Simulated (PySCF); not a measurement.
Bond stretch in ClF, singlet.

- RKS-B3LYP/6-31G* = restricted B3LYP/6-31G*, spherical d (PySCF 2.14.0)
- UCCSD = CCSD on UHF/cc-pVDZ, 6 core orbitals frozen run with PySCF
- RKS-r2SCAN = restricted r2SCAN/cc-pVDZ (PySCF)
- RHF/cc-pVDZ (PySCF)
- RCCSD = CCSD on RHF/cc-pVDZ, 6 core orbitals frozen run with PySCF

Energies are in kJ/mol, each relative to the lowest point of its own curve near equilibrium.

```json
[
 {"R / Å": "1.31", "RKS-B3LYP/6-31G*": "337.6", "UCCSD": "361.6", "RKS-r2SCAN": "350.9", "RHF": "310.5", "RCCSD": "361.6"},
 {"R / Å": "1.37", "RKS-B3LYP/6-31G*": "204.1", "UCCSD": "222.1", "RKS-r2SCAN": "214.7", "RHF": "(withheld)", "RCCSD": "222.1"},
 {"R / Å": "1.47", "RKS-B3LYP/6-31G*": "72.1", "UCCSD": "82.3", "RKS-r2SCAN": "78.6", "RHF": "55.2", "RCCSD": "82.3"},
 {"R / Å": "1.53", "RKS-B3LYP/6-31G*": "30.4", "UCCSD": "36.8", "RKS-r2SCAN": "34.7", "RHF": "18.8", "RCCSD": "36.8"},
 {"R / Å": "1.58", "RKS-B3LYP/6-31G*": "10.7", "UCCSD": "14.3", "RKS-r2SCAN": "13.1", "RHF": "4.0", "RCCSD": "14.3"},
 {"R / Å": "1.62", "RKS-B3LYP/6-31G*": "2.5", "UCCSD": "4.0", "RKS-r2SCAN": "3.5", "RHF": "0.0", "RCCSD": "4.0"},
 {"R / Å": "1.65", "RKS-B3LYP/6-31G*": "0.0", "UCCSD": "0.0", "RKS-r2SCAN": "0.0", "RHF": "0.7", "RCCSD": "0.0"},
 {"R / Å": "1.73", "RKS-B3LYP/6-31G*": "4.9", "UCCSD": "0.9", "RKS-r2SCAN": "2.3", "RHF": "14.9", "RCCSD": "0.9"},
 {"R / Å": "1.79", "RKS-B3LYP/6-31G*": "16.7", "UCCSD": "12.0", "RKS-r2SCAN": "12.4", "RHF": "(withheld)", "RCCSD": "(withheld)"},
 {"R / Å": "1.90", "RKS-B3LYP/6-31G*": "49.5", "UCCSD": "43.0", "RKS-r2SCAN": "42.4", "RHF": "81.2", "RCCSD": "36.6"},
 {"R / Å": "2.03", "RKS-B3LYP/6-31G*": "97.8", "UCCSD": "85.0", "RKS-r2SCAN": "87.7", "RHF": "147.0", "RCCSD": "76.2"},
 {"R / Å": "2.19", "RKS-B3LYP/6-31G*": "160.5", "UCCSD": "126.7", "RKS-r2SCAN": "147.1", "RHF": "(withheld)", "RCCSD": "125.2"},
 {"R / Å": "2.45", "RKS-B3LYP/6-31G*": "253.3", "UCCSD": "156.5", "RKS-r2SCAN": "235.0", "RHF": "360.3", "RCCSD": "189.4"},
 {"R / Å": "2.66", "RKS-B3LYP/6-31G*": "314.2", "UCCSD": "(withheld)", "RKS-r2SCAN": "292.2", "RHF": "449.4", "RCCSD": "224.3"},
 {"R / Å": "2.90", "RKS-B3LYP/6-31G*": "368.0", "UCCSD": "—", "RKS-r2SCAN": "—", "RHF": "533.6", "RCCSD": "249.0"},
 {"R / Å": "3.25", "RKS-B3LYP/6-31G*": "422.5", "UCCSD": "—", "RKS-r2SCAN": "—", "RHF": "625.6", "RCCSD": "267.3"},
 {"R / Å": "3.53", "RKS-B3LYP/6-31G*": "450.8", "UCCSD": "—", "RKS-r2SCAN": "—", "RHF": "678.1", "RCCSD": "274.2"},
 {"R / Å": "4.01", "RKS-B3LYP/6-31G*": "479.2", "UCCSD": "—", "RKS-r2SCAN": "—", "RHF": "737.6", "RCCSD": "279.5"},
 {"R / Å": "4.41", "RKS-B3LYP/6-31G*": "491.7", "UCCSD": "—", "RKS-r2SCAN": "—", "RHF": "768.1", "RCCSD": "281.3"},
 {"R / Å": "4.84", "RKS-B3LYP/6-31G*": "(withheld)", "UCCSD": "—", "RKS-r2SCAN": "—", "RHF": "789.7", "RCCSD": "282.2"},
 {"R / Å": "5.62", "RKS-B3LYP/6-31G*": "505.9", "UCCSD": "—", "RKS-r2SCAN": "—", "RHF": "814.4", "RCCSD": "282.7"},
 {"R / Å": "6.49", "RKS-B3LYP/6-31G*": "509.9", "UCCSD": "—", "RKS-r2SCAN": "—", "RHF": "832.7", "RCCSD": "283.0"}
]
```

### Question
Some entries are withheld; supply them.

### Answer

- 1.37, RHF: 180.1
- 1.79, RHF: 34.1
- 1.79, RCCSD: 9.8
- 2.19, RHF: 231.7
- 2.66, UCCSD: 162.9
- 4.84, RKS-B3LYP/6-31G*: 499.3

Dashes: no converged value, or the column stops at the first point that the program doubted or that broke a chosen test of continuity, which isn't proof of a fault.

The restricted form behind RKS-B3LYP/6-31G*, RKS-r2SCAN, RHF keeps the bonding electrons paired and can't separate into open-shell fragments. The unrestricted determinant behind UCCSD is spin-contaminated at 1.79 to 6.49 Å (<S²> up to 1.0, against 0.00 for a pure singlet).
